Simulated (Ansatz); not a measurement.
A made-up structure of C$_{3}$H, doublet:

C1  (1.078, -0.330, 0.494)
C2  (-0.289, -0.265, 1.167)
C3  (-0.147, 0.111, -0.310)
H4  (-0.641, 0.484, -1.351)
(Å)

It is relaxed with PBE-D4/def2-SVP and then PBE0-D4/def2-TZVP (Ansatz 0.2.0). Atoms count as bonded within 1.22 times the sum of their covalent radii (H–H: 0.88 Å). The end point is not checked to be a true minimum.

**Question.** Does its bonding change? (Judge from chemistry; the calculation decides.)

**Answer.** Computed: No: no bond forms or breaks.

Where it ends: The first stage lowers the energy by 1.11 eV in 5 steps. It ends as C₃H ([C]1[C][CH]1):
```json
{"atom": "C1", "x (Å)": "0.9624", "y (Å)": "-0.2947", "z (Å)": "0.4415"}
{"atom": "C2", "x (Å)": "-0.2584", "y (Å)": "-0.2365", "z (Å)": "1.0417"}
{"atom": "C3", "x (Å)": "-0.1313", "y (Å)": "0.0991", "z (Å)": "-0.2766"}
{"atom": "H4", "x (Å)": "-0.5727", "y (Å)": "0.4321", "z (Å)": "-1.2066"}
```

Labels in which every atom is bracketed show which atoms are joined, not bond orders.

For scale, one of the runs: PBE0-D4/def2-TZVP relaxation, 99 basis functions, launched by `ansatz run in.yaml --threads 2 --pin off --events-out ev --progress --plain --max-ram 4352MiB`. Hardware: 2 CPU threads of an Arm Neoverse V2, shared host. Wall time about 8 s.
